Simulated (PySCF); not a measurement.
Molecule: `FP(F)P`, F₂H₂P₂.

Atoms are numbered as in `[F:1][P:2]([F:3])[PH2:4]` (H(Xn): hydrogen on atom n).

Geometry PBE0-D3(BJ)/def2-SVP throughout; GIAO in PySCF 2.14, gas phase, one conformer, non-relativistic; equivalent atoms averaged; functional PBE0.

For orientation, 6-311+G(2d,p) gives these shifts δ (against CFCl3, H3PO4, TMS at the same level): F1/F3 -96.6, P2 315.0, P4 -166.8, H(P4) 2.82 ppm.

A run gave: F1/F3 -141.0, P2 231.8, P4 -127.3, H(P4) 0.72 ppm (shifts δ (against CFCl3, H3PO4, TMS at the same level)).

**Question.** Which basis set was used in that run?
A. def2-TZVP
B. STO-3G
C. 6-31G*
D. def2-SVP
E. 6-31G

**Answer.** B. P2 tells them apart best: STO-3G gives 231.8, def2-SVP gives 291.4, 6-31G gives 299.0, 6-31G* gives 304.8, def2-TZVP gives 321.3 ppm.
